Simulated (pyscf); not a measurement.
Optimised with ωB97X-D3(BJ)/def2-SVP in PySCF.

### Question
Estimate the classical barrier height and the reaction energy of HO–SiH•–O–SiH₃ (SMILES O[SiH]O[SiH3]) + H₂ (SMILES [H][H]) -> •H₂Si–O–SiH₃ (SMILES [SiH2]O[SiH3]) + H₂O (SMILES O) at r²SCAN/def2-TZVP. The step runs on the doublet surface, breaks O–Si, H–H and forms H–Si, H–O; take the separated reactants as zero.

### Answer
ΔE‡ = 206.8 kJ/mol, ΔE = +93.6 kJ/mol. ωB97M-D3(BJ)/def2-TZVP gives 217.4 kJ/mol and +85.6 kJ/mol. Zero-point energy shifts the barrier by +10.5 kJ/mol. It is a four-centre exchange, with an imaginary mode of 1395i cm⁻¹. At the saddle there is also a short H–Si contact that neither side keeps. This is the saddle that the search found; another between the same sides may lie lower.
